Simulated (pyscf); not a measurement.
Thermochemistry of product channels of H₂N–NH₂ (SMILES NN) + GeH₄ (SMILES [GeH4]) on the singlet surface, in kcal/mol, from ωB97M-D3(BJ)/def2-TZVP energies (ideal gas, 1 atm, RRHO with modes under 100 cm⁻¹ raised to 100, one conformer, R ln 2 for chiral ones without a mode under 150 cm⁻¹). Optimised with ωB97X-D3(BJ)/def2-SVP in PySCF.

```tsv
products	ΔE	ΔH(298 K)	ΔG(900 K)	ΔG(1200 K)
H₂N–NH–GeH₃ (SMILES N[NH][GeH3]) + H₂ (SMILES [H][H])	+7.4	+4.0	+5.7	+5.3
H₂N–GeH₃ (SMILES [NH2][GeH3]) + NH₃ (SMILES N)	-39.6	-39.3	-43.2	-44.8
```

These are energies of the channels, which say nothing of barriers. H₂N–NH–GeH₃ lies 44.8 kcal/mol over its isomer H₂N–GeH₂–NH₂ (electronic energy, ωB97M-D3(BJ)). Elements up to Kr have no core potential and no relativistic terms here.
